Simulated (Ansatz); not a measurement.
Breaking a bond: LiH, singlet.

Methods: RKS-PBE = restricted PBE/def2-SVP (Ansatz, a program for electronic structure); UKS-PBE = unrestricted PBE/def2-SVP (Ansatz); UKS-CAM-B3LYP = unrestricted CAM-B3LYP/def2-SVP run with Ansatz; FCI = full CI/def2-SVP, frozen core in Ansatz.

Energies relative to the lowest point of each curve near equilibrium, in mEh; the last columns give the error against full CI:

```tsv
R / Å	RKS-PBE	UKS-PBE	UKS-CAM-B3LYP	FCI	RKS-PBE − FCI	UKS-PBE − FCI	UKS-CAM-B3LYP − FCI
1.19	34.5	34.5	32.9	35.7	-1.2	-1.2	-2.8
1.26	21.5	21.5	20.1	22.3	-0.8	-0.8	-2.1
1.35	10.4	10.4	9.3	10.7	-0.3	-0.3	-1.4
1.47	2.5	2.5	1.8	2.5	-0.1	-0.1	-0.7
1.51	1.2	1.2	0.7	1.2	0.0	0.0	-0.5
1.52	0.9	0.9	0.5	0.9	0.0	0.0	-0.4
1.60	0.0	0.0	0.0	0.0	0.0	0.0	0.0
1.64	0.1	0.1	0.3	0.1	0.0	0.0	0.2
1.69	0.8	0.8	1.2	0.8	0.0	0.0	0.5
1.74	1.8	1.8	2.6	1.8	0.0	0.0	0.7
1.87	6.0	6.0	7.5	6.1	-0.1	-0.1	1.5
2.00	11.6	11.6	14.0	11.7	0.0	0.0	2.3
2.16	19.6	19.6	23.0	19.5	0.1	0.1	3.5
2.44	34.2	34.2	39.7	33.7	0.5	0.5	6.1
2.65	44.8	44.8	52.2	43.6	1.2	1.2	8.5
2.91	56.9	56.4	65.4	54.4	2.5	2.0	10.9
3.21	69.1	66.3	75.7	64.2	4.9	2.1	11.5
3.52	79.6	73.4	82.7	71.2	8.5	2.3	11.5
3.92	90.4	79.4	88.2	76.3	14.2	3.1	11.9
4.35	99.1	83.1	91.3	78.8	20.3	4.3	12.4
4.73	104.8	84.9	92.6	79.9	25.0	5.0	12.8
5.53	112.6	85.3	93.6	80.6	32.0	4.7	13.0
6.27	116.5	85.3	93.8	80.7	35.7	4.6	13.1
```

RKS-PBE is furthest from FCI at 6.27 (35.7 mEh, above); its mean absolute error over the points is 6.4 mEh.

UKS-PBE is furthest from FCI at 4.73 (5.0 mEh, above); its mean absolute error over the points is 1.4 mEh.

UKS-CAM-B3LYP is furthest from FCI at 6.27 (13.1 mEh, above); its mean absolute error over the points is 5.6 mEh.

The restricted form behind RKS-PBE keeps the bonding electrons paired and can't separate into open-shell fragments. The unrestricted determinant behind UKS-PBE, UKS-CAM-B3LYP is spin-contaminated at 2.91 to 6.27 Å (<S²> up to 1.0, against 0.00 for a pure singlet).
